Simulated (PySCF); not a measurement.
Species: C$_{4}$H$_{4}$N (charge 0, doublet). It need not be the lowest isomer of its formula. 
Structure (B3LYP-D3(BJ)/def2-TZVP (Ansatz) minimum search):
SMILES: [c]1cc[nH]c1
```xyz
9

H      0.0018     0.0447     2.0683
N      0.0012     0.0470     1.0637
C      0.0125     1.1797     0.2746
C     -0.0110    -1.0751     0.2784
C      0.0069     0.7218    -1.0097
C     -0.0078    -0.6842    -1.0463
H      0.0231     2.1687     0.6953
H     -0.0211    -2.0606     0.7125
H     -0.0151    -1.3345    -1.9036
```
Charge 0, spin multiplicity 2.

Dispersion corrections to the total energy (kcal/mol) from the dftd3 and dftd4 libraries through PySCF: D3(BJ) without and D4 with the three-body term, each with the damping fitted for the functional named.

```csv
functional,D3(BJ),D4
PBE,-4.36,-4.30
BLYP,?,-9.91
LC-wPBE,?,-4.75
PBE0,-3.66,-3.54
TPSSh,-4.91,-5.26
B2PLYP,-3.39,-2.97
B2GP-PLYP,?,-1.74
```

Task: Some entries are withheld; supply them.

Result: 
- BLYP, D3(BJ): -9.28
- LC-wPBE, D3(BJ): -3.91
- B2GP-PLYP, D3(BJ): -2.54
